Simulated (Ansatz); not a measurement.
**Where PBE holds and where it fails for 1T (CdI2-type) SnSe2**

Programs: Ansatz (a first-principles code).

```
property                                                     PBE     LDA   HSE06  reference  PBE less reference
--------------------------------------------------------  ------  ------  ------  ---------  ------------------
lattice constant a (Å)                                     3.872   3.800   3.825          –                   –
lattice parameter c (Å)                                    6.964   5.893   6.898      6.14*             +13.4 %
bulk modulus B0 (GPa)                                        3.0    30.2       –          –                   –
cohesive energy (eV/atom)                                   3.15    4.00    3.04          –                   –
band gap (eV), at the measured cell, all with SOC           0.48    0.33    1.10      0.98*            -0.50 eV
enthalpy of formation (eV/atom)                           -0.356  -0.326  -0.431     -0.43*      +0.074 eV/atom
interlayer binding energy (meV/Å²)                           0.9    13.6       –          –                   –
direct gap at Γ (eV), at the measured cell, all with SOC    1.04    0.83    1.80          –                   –
```

PBE is well off the measurement for the lattice parameter c (+13.4 %); band gap (-0.50 eV, at least halved by HSE06).  In between, or not called against an uncorrected reference: formation enthalpy (+0.074 eV/atom). Where no measured value is used, PBE differs from HSE06 by +1.23 % in the lattice constant a; from LDA by -90 % in the bulk modulus; from HSE06 by +0.11 eV/atom in the cohesive energy; from LDA by -93 % in the interlayer binding energy; from HSE06 by -0.76 eV in the direct gap at Γ.

A star marks values at room or unstated temperature without corrections; heat and zero-point motion as a rule enlarge cells and lower moduli and gaps.

Called well off clearly beyond 0.30 eV for the band gap, 0.120 eV/atom for the formation enthalpy (bounds picked here from the quality of each reference); the lattice parameter c is called against an uncorrected reference, since a correction would as a rule widen the miss or is far smaller.

The references are measured values: lattice parameter c unstated, band gap unstated, formation enthalpy room temperature.

Unless a row names a cell, each level is at its own relaxed cell.

Density-functional gaps are differences of (generalised) Kohn–Sham levels.

Caveats: hybrids on metals are sensitive to the k mesh and can open a false gap (HSE06); the cell comes from a level without a dispersion term, which matters for the spacing of layers, chains or molecules (PBE, LDA, HSE06). Ansatz's density-functional and Hartree–Fock values are scalar-relativistic unless marked +SOC, with PAW data made under PBE.

References as tabulated in Gonzalez and Oleynik (2016), arXiv:1609.04381; Zhang et al. (2018), doi:10.1038/s41524-018-0065-z.
